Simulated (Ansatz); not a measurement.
A made-up structure of C₂HSi, doublet:

C1  (-0.178, -0.231, 1.354)
C2  (1.078, -0.518, 0.833)
Si3  (-0.009, 0.180, -0.558)
H4  (-0.891, 0.569, -1.629)
(Å)

It is relaxed with PBE-D4/def2-SVP and then PBE0-D4/def2-TZVP (Ansatz 0.2.0). Atoms count as bonded within 1.22 times the sum of their covalent radii (H–H: 0.88 Å). The end point is not checked to be a true minimum.

**Question.** Does its bonding change? (Judge from chemistry; the calculation decides.)

**Answer.** By the calculation: No: no bond forms or breaks.

Where it ends: The first stage lowers the energy by 0.62 eV in 15 steps. It ends as C₂HSi ([C]1[C][SiH]1):
```xyz
4
angstrom
C -0.0494 -0.0022 1.2604
C 0.7768 -0.7645 0.6935
Si 0.1826 0.5196 -0.4754
H -0.9100 0.2471 -1.4785
```

Labels in which every atom is bracketed show which atoms are joined, not bond orders.

For scale, one of the runs: PBE0-D4/def2-TZVP relaxation, 105 basis functions, launched by `ansatz run in.yaml --threads 2 --pin off --events-out ev --progress --plain --max-ram 4352MiB`. Hardware: 2 CPU threads of an Arm Neoverse V1, shared host. Wall time about 17 s.
